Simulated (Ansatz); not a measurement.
Cartesian coordinates in Å:
```
N -0.798 -0.854 0.524
C -0.105 0.258 0.012
N 0.810 -0.126 -0.984
F -1.023 1.226 -0.499
S 0.709 1.209 1.339
H -1.256 -1.380 -0.211
H -1.480 -0.564 1.211
H 0.358 -0.649 -1.726
H 1.275 0.682 -1.372
H 1.510 0.197 1.705
```

Charge 0, multiplicity 1.

(1) List the CAM-B3LYP/def2-TZVPP orbital energies in eV (Ansatz 0.2.0). (An estimate is asked.)

Results:

(1) Computed: Occupied: -2419.90, -673.05, -391.74, -391.74, -283.34, -217.93, -162.54, -162.44, -162.28, -34.66, -28.26, -26.16, -22.81, -19.00, -17.04, -16.35, -16.07, -14.39, -14.38, -12.86, -12.07, -11.24, -9.82, -9.41, -8.62. Lowest empty: 1.43, 1.51, 2.65, 2.74, 3.41, 4.13, 4.82, 6.59.
